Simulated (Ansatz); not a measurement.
Two shapes of doublet N₂H₂(+).

Shape 1:

```xyz
4

N    -0.5089    0.0486   -0.3171
N     0.5182   -0.0662    0.3094
H    -1.1721    0.5714    0.2514
H     1.1799   -0.5907   -0.2590
```

Shape 2:

```xyz
4

N    -0.2930    0.5144   -0.1698
N     0.2930   -0.5144    0.1698
H    -1.1629    0.5632    0.3969
H     1.1629   -0.5632   -0.3969
```

Basis set: def2-SVP (spherical functions). Frozen core: 2 orbitals. Charge 1, multiplicity 2.

Computed with Ansatz (development build ahead of 0.2.0); each method stands on the lowest determinant of its kind that the runs found.

**Question.** Which shape is lower in energy, and by how much in each method?

**Answer.**

| method | E(2) − E(1) (eV) |
| --- | --- |
| UHF | 0.137 |
| UHF-MP2 | 0.260 |
| PBE0 (unrestricted) | 0.117 |

Shape 1 is lower. Caution for UHF, UHF-MP2: the unrestricted determinant is spin contaminated; the determinant breaks the point group. Caution for UHF-MP2: MP2 forces lie far from those of the mean fields.
